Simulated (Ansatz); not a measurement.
A made-up structure of CH5OSi (charge -1), closed shell:

```xyz
8
angstrom
C -0.4301 0.8728 -1.3144
O 0.8425 0.2397 -0.7837
Si 0.4522 -0.4707 0.6116
H -1.1743 0.0510 -1.3777
H -0.7915 1.5478 -0.5102
H 0.3567 0.3123 -1.7508
H 1.6965 -1.1262 1.1935
H -0.5571 -1.5742 0.5000
```

It is relaxed with PBE-D4/def2-SVPD and then PBE0-D4/def2-TZVPD (Ansatz 0.2.0). Atoms count as bonded within 1.22 times the sum of their covalent radii (H–H: 0.88 Å). The end point is not checked to be a true minimum.

**Question.** Does its bonding change? (A judgement: the text doesn't fix the answer.)

**Answer.** Computed: Yes. Formed: none; broken: O2–H6.

Where it ends: The first stage lowers the energy by 5.27 eV in 11 steps. It ends as CH₅OSi ([CH3][O][SiH2]), total charge -1:
```
atom    x (Å)    y (Å)    z (Å)
  C1  -0.2872   0.6654  -1.3160
  O2   0.6910  -0.0635  -0.6718
 Si3   0.4275  -0.4333   1.0241
  H4  -1.1625   0.0483  -1.5941
  H5  -0.6713   1.4966  -0.6948
  H6   0.1145   1.0960  -2.2467
  H7   1.7296  -1.2402   1.2007
  H8  -0.4468  -1.7166   0.8669
```

Labels in which every atom is bracketed show which atoms are joined, not bond orders.

For scale, one of the runs: PBE0-D4/def2-TZVPD relaxation, 165 basis functions, launched by `ansatz run in.yaml --threads 2 --pin off --events-out ev --progress --plain --max-ram 4352MiB`. The run took about 49 s on 2 CPU threads of an Intel Xeon Platinum 8259CL (shared host).
